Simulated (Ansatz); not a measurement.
The inner images of a band of C$_{2}$H$_{3}$F$_{3}$ (8 atoms, charge 0, multiplicity 1) are given out of order.

Level of theory: Ansatz, RKS PBE0/def2-SVP.

Image 0:

```xyz
8
Properties=species:S:1:pos:R:3
F -1.140 -0.686 1.160
C -0.195 0.188 0.711
C 0.178 -0.154 -0.711
F 0.820 -1.336 -0.754
F 1.013 0.802 -1.173
H 0.710 0.125 1.340
H -0.589 1.217 0.743
H -0.705 -0.213 -1.372
```

Image 6:

```xyz
8
Properties=species:S:1:pos:R:3
F 0.130 -0.769 1.559
C -0.225 0.219 0.694
C 0.196 -0.129 -0.712
F -0.387 -1.279 -1.106
F 1.532 -0.294 -0.774
H 0.260 1.165 0.987
H -1.320 0.357 0.713
H -0.094 0.674 -1.416
```

Put them in order from the first end to the last, with their energies above the first end.
A.
```xyz
8
Properties=species:S:1:pos:R:3
F -0.113 -0.866 1.514
C -0.223 0.217 0.699
C 0.194 -0.128 -0.716
F -0.261 -1.350 -1.047
F 1.540 -0.136 -0.829
H 0.430 1.027 1.064
H -1.267 0.572 0.698
H -0.207 0.607 -1.439
```
B.
```xyz
8
Properties=species:S:1:pos:R:3
F -0.742 -0.874 1.345
C -0.210 0.204 0.713
C 0.173 -0.144 -0.727
F 0.355 -1.467 -0.847
F 1.335 0.483 -1.016
H 0.701 0.540 1.234
H -0.947 1.024 0.717
H -0.573 0.177 -1.475
```
C.
```xyz
8
Properties=species:S:1:pos:R:3
F -0.316 -0.904 1.473
C -0.223 0.214 0.707
C 0.189 -0.131 -0.724
F -0.073 -1.422 -0.980
F 1.514 0.074 -0.891
H 0.540 0.890 1.126
H -1.197 0.732 0.702
H -0.342 0.490 -1.469
```
D.
```xyz
8
Properties=species:S:1:pos:R:3
F -0.950 -0.800 1.254
C -0.201 0.197 0.710
C 0.170 -0.149 -0.719
F 0.589 -1.424 -0.787
F 1.186 0.661 -1.088
H 0.730 0.334 1.284
H -0.774 1.139 0.724
H -0.659 -0.015 -1.436
```
E.
```xyz
8
Properties=species:S:1:pos:R:3
F -0.517 -0.909 1.422
C -0.220 0.210 0.713
C 0.182 -0.136 -0.730
F 0.124 -1.462 -0.918
F 1.451 0.274 -0.951
H 0.629 0.735 1.182
H -1.097 0.879 0.710
H -0.460 0.352 -1.484
```

D (+0.053 eV), B (+0.170 eV), E (+0.230 eV), C (+0.190 eV), A (+0.109 eV).

The run took 57 s on 1 thread of Intel(R) Xeon(R) Platinum 8488C (Sapphire Rapids), with other jobs on the host, peak memory 0.26 GiB.
